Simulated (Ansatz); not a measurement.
in.yaml

```yaml
crystal:
  periodic: [false, false, false]
  atoms:
    - {symbol: B, position_ang: [0.000000, 0.000000, 0.000000]}
    - {symbol: O, position_ang: [0.000000, 0.000000, 1.403204]}
basis:
  gaussian: {orbitals: cc-pVDZ}
total_charge: 1
magnetization: {spin_polarized: true, initial_magnetization: 2}
hamiltonian: {xc: {name: PBE}}
correlation: {method: rpa, electrons: outside_noble_gas}
```

```sh
$ ansatz run in.yaml --threads 1 --pin off --events-out ev --progress --plain --max-ram 2393MiB
```

(1) Roughly how long does this take on 1 thread of Arm Neoverse V2, shared host, and how much host memory?

```
260 factors; integrals over basis functions are off by at most 6.7e-4 eV
mean field evaluation 1: about -2692.8865 eV, gradient 5.3e1 eV
mean field evaluation 2: about -2692.8819 eV, gradient 5.3e1 eV
mean field evaluation 4: about -2703.7561 eV, gradient 1.4e1 eV
mean field evaluation 8: about -2705.1589 eV, gradient 3.8e-1 eV
mean field evaluation 16: about -2705.1595 eV, gradient 1.1e-5 eV
mean field evaluation 32: about -2705.1581 eV, gradient 3.0e-1 eV
mean field -2705.15947323 eV, -99.4127770184 hartree, gradient 2.9e-7 eV, S^2 2.002113; 3 other end points of the search recorded, 0 dependent functions left out
2 core orbitals not correlated: weight in the atoms' cores, before any rotation towards them, 1.000 or more for the frozen orbitals, at most 0.000 for the correlated occupied ones
reference -2695.89934848 eV, -99.0724737103 hartree; 5, 3 occupied and 21, 23 virtual orbitals, 260 factors
Total energy: -2704.62152815 eV, -99.3930079013 hartree
```

Results:

(1) 0.72 s wall and 0.15 GiB.
